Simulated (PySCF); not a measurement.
A thermochemical cycle for BF

MP2 in PySCF with def2-TZVPPD on every atom, for the lowest determinant that a PBE0 search found; no spin–orbit coupling. BF, a singlet (closed shell), has De = 8.07 eV to neutral atoms, and BF⁺, a doublet (σ ↑), has De = 5.62 eV to B⁺ + F.

At the same level the B atom ionises at 8.26 eV.

Q: What is the adiabatic ionisation energy of the molecule, and does ionisation strengthen or weaken the bond?

A: IE = IE(B) + De(neutral) − De(ion) = 8.26 + 8.07 − 5.62 = 10.71 eV. De changes by -2.45 eV, so ionisation weakens the bond.

Correlated steps freeze 2 core orbitals. For an ion De counts to the pair picked by the measured ionisation energies or electron affinities, which need not be the lowest pair at this level. Where the molecule has an RHF reference, its open-shell atoms are computed with UHF. States were picked by a PBE0 search and need not be the measured ground states.
